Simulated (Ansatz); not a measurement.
`CC#CCF` + `C=C` → `C=CCC#CC` + H–F  (formal exchange of groups at a C–F bond)

Calculated with Ansatz (gas phase, PBE0-D4/def2-TZVP geometries, no zero-point term in ΔE). CBS: MP2 limit from def2 TZ/QZ plus the TZ coupled-cluster correction, frozen cores. This one scheme is used for every species. Functionals use def2-TZVPP. B3LYP here is the variant with VWN-RPA as its local correlation; programs differ in this. Each species was taken in one conformer, which may not be the lowest.

| level | ΔE (kJ/mol) | difference from CCSD(T)/CBS |
| --- | --- | --- |
| B3LYP-D4 | -51.1 | 16.1 |
| ωB97X-V | -52.4 | 14.8 |
| ωB97M-V | -54.9 | 12.3 |
| B2PLYP | -52.9 | 14.3 |
| r2SCAN | -51.4 | 15.8 |
| PBE0 | -56.2 | 11.0 |
| B3LYP | -42.6 | 24.6 |
| HF/def2-QZVPP | -40.7 | 26.5 |
| MP2/def2-QZVPP | -77.9 | -10.7 |
| HF/CBS(def2) | -40.7 | 26.5 |
| CCSD(T)/CBS | -67.2 | 0 |

Largest T1 diagnostic among the species: 0.011.

From PBE to PBE0 (25 % exact exchange), in def2-TZVPP and without D4, ΔE moves by −5.8 kJ/mol. In def2-TZVPP, CCSD(T) changes the Hartree–Fock value by −22.3 kJ/mol (the triples alone add −2.2 kJ/mol) and MP2 by −34.9 kJ/mol.
